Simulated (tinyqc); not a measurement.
Stretching all distances: RHF, UHF, MP2, CISD and CCSD against full CI in the sto-6g basis, for LiH, spin multiplicity 1. Computed by the program tinyqc with PySCF. All coordinates are multiplied by the scale. c0^2 is the weight of the RHF determinant in the lowest singlet FCI state (UHF is spin-contaminated and may lie near states of higher spin) and n(LUMO) the first natural occupation beyond the occupied space.

Geometry (angstrom):
```
atom       x       y       z
Li    0.0000  0.0000  0.0000
H     0.0000  0.0000  1.4940
```

Full CI energy (hartree) and errors against it (kcal/mol):
```
scale   distance 1-2 (angstrom)     E(FCI)       RHF      UHF      MP2    CISD    CCSD  <S^2> UHF    c0^2  n(LUMO)
0.8600                   1.2848  -7.957711   10.7524  10.7524   3.6458  0.0060  0.0044     0.0000  0.9816   0.0291
1.3800                   2.0617  -7.945740   20.2001  20.1563   8.6361  0.0144  0.0114     0.0671  0.9430   0.0967
1.6400                   2.4502  -7.916001   31.2556  17.0136  14.7434  0.0260  0.0217     0.7239  0.8772   0.2035
1.9000                   2.8386  -7.893720   47.2938   9.2876  23.4149  0.0453  0.0401     0.8956  0.7672   0.3826
2.1500                   3.2121  -7.881687   65.5568   4.4587  31.7049  0.0647  0.0584     0.9560  0.6630   0.5712
2.4100                   3.6005  -7.875743   83.8820   2.0174  36.3539  0.0785  0.0703     0.9818  0.5936   0.7231
2.6700                   3.9890  -7.873146   99.1777   0.9528  35.0034  0.0861  0.0761     0.9926  0.5552   0.8241
2.9300                   4.3774  -7.872043  110.9409   0.5029  28.1221  0.0901  0.0790     0.9970  0.5330   0.8890
```

Estimate the missing row, scale = 1.12.

Computed row:
```
scale   distance 1-2 (angstrom)     E(FCI)      RHF      UHF     MP2    CISD    CCSD  <S^2> UHF    c0^2  n(LUMO)
1.1200                   1.6733  -7.970247  13.6402  13.6402  5.1475  0.0088  0.0068     0.0000  0.9717   0.0474
```

UHF parts from RHF first at scale 1.38 of those listed, where <S^2> leaves zero. The weight c0^2 goes from 0.98 to 0.53 and n(LUMO) from 0.03 to 0.89: static correlation grows as the bonds break into open-shell fragments. The spread of the error along the curve, which distorts its shape, is CCSD 0.1, CISD 0.1, UHF 19.7, MP2 32.7, RHF 100.2 kcal/mol.
